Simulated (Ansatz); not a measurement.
Relaxation of CH$_{5}$BO (8 atoms, charge 0, multiplicity 1), to a largest force component of 0.03 eV/Å in at most 50 steps.

Level of theory: RKS BLYP-D4/def2-SVP in Ansatz 0.2.0.

```xyz
8
Properties=species:S:1:pos:R:3:forces:R:3
B 0.202 -0.175 0.273 0.70 0.04 -0.23
H 0.009 -0.412 1.427 -0.57 -0.16 0.63
C 1.720 0.041 -0.094 -0.13 0.03 -0.26
H 2.238 -0.935 0.061 0.01 0.03 0.00
H 1.922 0.374 -1.132 0.03 0.03 -0.03
H 2.201 0.742 0.624 -0.03 -0.02 -0.07
O -0.792 -0.146 -0.656 -0.02 0.03 -0.05
H -1.671 -0.337 -0.275 0.01 0.02 0.00
```

Q: Where does it end, and by what steps?

A: It converged. After 5 steps the energy has fallen by 0.050 eV; H2 moved furthest, 0.12 Å.

| step | energy less start (eV) | largest force component (eV/Å) | accepted |
| --- | --- | --- | --- |
| 0 | 0.0000 | 0.704 | yes |
| 1 | -0.0419 | 0.300 | yes |
| 2 | -0.0456 | 0.286 | yes |
| 3 | -0.0498 | 0.072 | yes |
| 4 | -0.0501 | 0.032 | yes |
| 5 | -0.0504 | 0.012 | yes |

```xyz
8
Properties=species:S:1:pos:R:3
B 0.224 -0.204 0.311
H -0.097 -0.467 1.463
C 1.726 0.028 -0.093
H 2.301 -0.913 0.062
H 1.858 0.345 -1.147
H 2.206 0.777 0.573
O -0.747 -0.120 -0.647
H -1.640 -0.291 -0.293
```

Whether the end is a true minimum wasn't checked by a vibrational analysis.

Time of the run: 5.6 s on 2 threads of Arm Neoverse V2 (shared host), peak memory 0.13 GiB.
